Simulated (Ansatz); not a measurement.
Isomers

Structures of CH₅BSi, singlet, relaxed at PBE0-D4/def2-TZVP (vibrations not checked; lower isomers may exist, and structures with a doubtful reference or unclear bonds are left out). Ansatz 0.2.0; basis: def2-TZVPP; cores frozen in the correlated methods. B3LYP uses VWN-RPA correlation.

Rank them by CCSD(T) energy, lowest first, and give each one's height above the lowest. Links in brackets join atoms within 1.22 times the sum of their covalent radii (1.1 for two metals). (Judge from chemistry; the value comes from the calculation.)
A.
CH₅BSi ([BH]1[CH2][SiH2]1)
```
8
angstrom
B 0.1362 0.3998 1.0422
Si -0.6345 0.6628 -0.6779
C 0.3585 -0.8428 0.2581
H -1.8223 -0.0360 -1.2170
H -0.0479 1.5616 -1.7073
H 0.8216 0.9882 1.8123
H -0.4460 -1.4947 -0.0918
H 1.3193 -1.3518 0.2050
```
B.
CH₅BSi ([BH][SiH][CH3])
```
8
angstrom
B -1.6466 0.5751 -1.0765
Si 0.0322 0.6248 -0.3732
C 0.7559 -0.6827 0.7532
H -2.7315 0.5526 -1.5400
H 0.8885 1.7846 -0.7120
H 1.0281 -0.2537 1.7194
H 1.6485 -1.1261 0.3078
H 0.0248 -1.4746 0.9213
```
C.
CH₅BSi ([CH3][B]12[H][Si]1[H]2)
```
8
angstrom
B -0.3719 -0.0267 -0.4552
Si -1.4670 0.3974 -1.8561
C 0.5617 -0.4663 0.7107
H -1.5206 0.6116 -0.1824
H -0.0137 0.9991 -1.2429
H 0.8203 0.3535 1.3858
H 1.4932 -0.8798 0.3156
H 0.0842 -1.2499 1.3045
```
D.
CH₅BSi ([BH2][SiH][CH2])
```
8
angstrom
B 0.4393 -1.4836 0.6375
Si 0.3341 0.4628 0.3775
C -0.6607 1.0868 -0.8821
H -1.2206 0.4129 -1.5230
H -0.7865 2.1408 -1.1062
H 1.0724 1.4391 1.2165
H -0.1996 -2.1744 -0.0987
H 1.1033 -1.9978 1.4858
```

The calculation gives: C (0.0 kJ/mol), A (39.4 kJ/mol), D (61.4 kJ/mol), B (116.9 kJ/mol). Heights count from the lowest.

Do PBE-D4, r2SCAN-D4, PBE0-D4, B3LYP-D4, wB97M-V, HF, MP2 give the same order? (Judge from chemistry; the calculation decides.)

By the calculation: All do.

T1 diagnostic: at most 0.018. The restricted Hartree–Fock reference is unstable towards an unrestricted one at one or more of these structures.

For scale, one of the runs: CCSD(T)/def2-TZVPP, 174 basis functions, launched by `ansatz run in.yaml --threads 2 --pin off --events-out ev --progress --plain --max-ram 4352MiB`. Hardware: 2 CPU threads of an Arm Neoverse V1, shared host. Wall time 22 s; peak host memory 1.5 GiB.
